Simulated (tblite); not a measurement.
Potential energy surface of H2N, quartet: collinear N-H-H surface. Scanned: N-H distance and H-H distance.

Cartesian coordinates as functions of the variables (Å; names that start with a are angles):
```
N  0  0  -r1
H  0  0  0
H  0  0  r2
```

Calculation: GFN2-xTB, 300 K electronic temperature run with tblite.

Energy in eV above the lowest grid point; x is the N-H distance (Å), y the H-H distance (Å).

```
y \ x   0.88   0.98   1.06   1.15   1.25   1.36   1.48   1.61   1.78      2   2.29   2.69   3.02
-----  -----  -----  -----  -----  -----  -----  -----  -----  -----  -----  -----  -----  -----
2.15   0.862  0.325  0.295  0.474  0.797  1.208  1.671  2.160  2.733  3.323  3.843  4.197  4.310
1.91   0.835  0.283  0.239  0.398  0.696  1.074  1.498  1.939  2.447  2.958  3.393  3.683  3.780
1.63   0.808  0.218  0.139  0.256  0.499  0.813  1.162  1.524  1.935  2.341  2.682  2.918  3.004
1.42   0.833  0.188  0.061  0.121  0.300  0.541  0.814  1.100  1.428  1.755  2.037  2.242  2.323
1.27   0.921  0.213  0.035  0.036  0.150  0.324  0.531  0.756  1.021  1.294  1.538  1.723  1.799
1.14   1.095  0.306  0.066  0.000  0.043  0.147  0.288  0.455  0.664  0.890  1.101  1.268  1.338
1.05   1.304  0.440  0.144  0.019  0.004  0.051  0.142  0.265  0.434  0.627  0.814  0.967  1.032
0.96   1.625  0.664  0.298  0.104  0.021  0.005  0.040  0.118  0.244  0.402  0.565  0.701  0.760
0.89   1.981  0.927  0.497  0.240  0.097  0.028  0.017  0.056  0.147  0.278  0.420  0.542  0.595
0.82   2.460  1.297  0.793  0.465  0.257  0.129  0.070  0.070  0.125  0.226  0.347  0.454  0.499
0.76   2.990  1.719  1.145  0.751  0.482  0.301  0.196  0.161  0.184  0.259  0.360  0.452  0.491
0.70   3.684  2.283  1.627  1.157  0.822  0.584  0.432  0.359  0.349  0.397  0.478  0.556  0.587
0.63   4.794  3.208  2.435  1.863  1.441  1.129  0.919  0.801  0.751  0.767  0.824  0.885  0.909
```

Points that lie below all their neighbours on the grid: x = 1.15, y = 1.14 (0.000 eV).
